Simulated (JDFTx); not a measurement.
System: nitrogen trifluoride, NF3 (SMILES FN(F)F), charge 0, multiplicity 1; geometry: optimised with GFN2-xTB in vacuum (no frequencies checked; largest PBE force component 2.6 eV/Å). Z-matrix (Å, degrees):
```
N
F 1 1.3584
F 1 1.3585 2 103.20
F 1 1.3591 2 103.19 3 107.24
```

Computed with a modified build of JDFTx: PBE, GBRV ultrasoft potentials, plane waves to 20/100 Ha. Liquid: CANDLE, water, 0.5 M NaCl. The liquid run sits in a periodic box with 3.75 Å from the outermost atoms to the faces; the vacuum run is isolated. The box matters at about 0.01 eV. The solvation energy is E(in liquid) − E(vacuum) at fixed geometry, with no thermal, conformational or standard-state terms added.

The values are those of the intact species: the continuum can't coordinate to it or react with it. The geometry is far from a PBE minimum, which enters the values.

The solvation energy comes out as 2.0 kcal/mol and the part: cavitation term of the fluid is 7.6 kcal/mol. The part: dispersion term of the fluid is -5.4 kcal/mol, the part: electrostatic term of the fluid is -0.4 kcal/mol and the part: distortion of the solute's electrons is 0.0 kcal/mol. The dipole moment in vacuum comes out as 0.07 D. The dipole moment in the liquid is 0.10 D and the highest occupied level in vacuum (zero: vacuum level) is -8.28 eV. The highest occupied level in the liquid (zero: bulk electrolyte) is -8.12 eV and the volume of the model's cavity is 152.1 Å³. The rough cost, vacuum and liquid run is 2 min and 60 s of core time.
